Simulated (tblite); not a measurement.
Compound: C5H8N (doublet state).
SMILES: `CC1=NC[CH]C1`

The geometry is computed with GFN2-xTB (gas phase). This method treats the open shell by occupation alone, without spin polarisation.

Take the most abundant isotopes and a rigid rotor. 

Question: What are A, B and C (GHz)?

Answer: Ia = 66.91, Ib = 150.07, Ic = 207.63 u·Å²; 505379 MHz·u·Å²/I gives 7553, 3368 and 2434 MHz, that is A = 7.5526, B = 3.3676, C = 2.4340 GHz.

Question: Classify the top.

Answer: An asymmetric top. Ray's parameter κ = (2B − A − C)/(A − C) = -0.635; −1 is the prolate and +1 the oblate limit.

Question: Is it planar, by Δ = Ic − Ia − Ib?

Answer: Not planar: Δ = Ic − Ia − Ib = -9.35 u·Å². For a rigid frame Δ = −2 Σ m c², so Σ m c² = 4.67 u·Å² lies off the ab plane, practically all of it from hydrogen. The atom farthest from that plane is 0.88 Å away.

Question: Give the other two planar moments, Paa and Pbb, and the rms extents of the mass along the axes.

Answer: Paa = Σ m a² = (Ib + Ic − Ia)/2 = 145.39 and Pbb = Σ m b² = (Ia + Ic − Ib)/2 = 62.24 u·Å². With the mass M = 82.07 u, the rms extents √(P/M) along a, b and c are 1.33, 0.87, 0.24 Å.

Question: Give the coordinates in the principal-axis frame, origin at the centre of mass.

Answer: The sense of each axis is arbitrary; atoms in the order of the calculation.
```json
{"atom": "C1", "mass (u)": "12.000", "a (Å)": "2.174", "b (Å)": "0.026", "c (Å)": "0.000"}
{"atom": "C2", "mass (u)": "12.000", "a (Å)": "0.689", "b (Å)": "0.040", "c (Å)": "0.000"}
{"atom": "N3", "mass (u)": "14.003", "a (Å)": "0.006", "b (Å)": "1.104", "c (Å)": "0.000"}
{"atom": "C4", "mass (u)": "12.000", "a (Å)": "-1.405", "b (Å)": "0.788", "c (Å)": "0.000"}
{"atom": "C5", "mass (u)": "12.000", "a (Å)": "-1.491", "b (Å)": "-0.695", "c (Å)": "0.000"}
{"atom": "C6", "mass (u)": "12.000", "a (Å)": "-0.118", "b (Å)": "-1.243", "c (Å)": "0.000"}
{"atom": "H7", "mass (u)": "1.008", "a (Å)": "2.541", "b (Å)": "-0.502", "c (Å)": "0.880"}
{"atom": "H8", "mass (u)": "1.008", "a (Å)": "2.542", "b (Å)": "-0.498", "c (Å)": "-0.881"}
{"atom": "H9", "mass (u)": "1.008", "a (Å)": "2.555", "b (Å)": "1.043", "c (Å)": "0.003"}
{"atom": "H10", "mass (u)": "1.008", "a (Å)": "-1.873", "b (Å)": "1.257", "c (Å)": "-0.878"}
{"atom": "H11", "mass (u)": "1.008", "a (Å)": "-1.873", "b (Å)": "1.257", "c (Å)": "0.878"}
{"atom": "H12", "mass (u)": "1.008", "a (Å)": "-2.398", "b (Å)": "-1.262", "c (Å)": "0.002"}
{"atom": "H13", "mass (u)": "1.008", "a (Å)": "0.112", "b (Å)": "-1.861", "c (Å)": "-0.880"}
{"atom": "H14", "mass (u)": "1.008", "a (Å)": "0.113", "b (Å)": "-1.862", "c (Å)": "0.878"}
```

For this open shell read J as N, the rotation without spin; fine and hyperfine splittings come on top. Its GFN2-xTB frequencies are all real (lowest 115 cm⁻¹). These are rigid-rotor constants of the computed structure; measured ground-state constants (B0) also hold zero-point vibration.
